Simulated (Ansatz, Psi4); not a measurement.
## Heat of formation of C2H2 (acetylene) from total energies

C2H2 has 4 atoms, charge 0, and is taken as a singlet. SMILES: `C#C`. Geometry: relaxed at PBE0-D4/def2-TZVP.

Total energies at PBE/def2-TZVPPD (Psi4 1.11); the atoms run unrestricted:

| species | state | energy (Eh) |
| --- | --- | --- |
| C2H2 | singlet | -77.252242 |
| C | triplet | -37.796050 |
| H | doublet | -0.499616 |

Harmonic wavenumbers at PBE0-D4/def2-TZVP, in cm⁻¹: 636, 636, 772, 772, 2084, 3427, 3528.

Measured heats of formation of the gaseous atoms at 298.15 K, in kJ/mol: C 716.9, H 218.0. Take 1 Eh = 2625.50 kJ/mol, 1 cm⁻¹ = 0.0119627 kJ/mol, RT = 2.479 kJ/mol.

Work out the heat of formation of the gas at 298 K.


1. Electronic atomisation energy: 2 × (-37.796050) + 2 × (-0.499616) − (-77.252242) = 0.660910 Eh = 1735.2 kJ/mol.
2. Zero-point energy: half the sum of the wavenumbers, 5927.5 cm⁻¹ = 70.9 kJ/mol.
3. Thermal vibrational enthalpy, Σ hcν̃/(exp(hcν̃/kT) − 1): 1.2 kJ/mol. Translation, rotation and pV of a linear molecule: 3.5 RT = 8.7 kJ/mol.
4. The 4 free atoms carry 5/2 RT each: 24.8 kJ/mol.
5. Atomisation enthalpy at 298 K: 1735.2 − 70.9 − 1.2 − 8.7 + 24.8 = 1679.2 kJ/mol.
6. Sum of the atoms' heats of formation: 1869.8 kJ/mol. Heat of formation: 1869.8 − 1679.2 = +190.6 kJ/mol.

The tabulated value is +228.3 kJ/mol (Active Thermochemical Tables), so this level is off by -37.7 kJ/mol, or 2.3 % of the atomisation enthalpy that the table implies (1641.4 kJ/mol). Gradient-corrected functionals often overbind somewhat. Anharmonicity and any spin-orbit splitting of the molecule are left out.
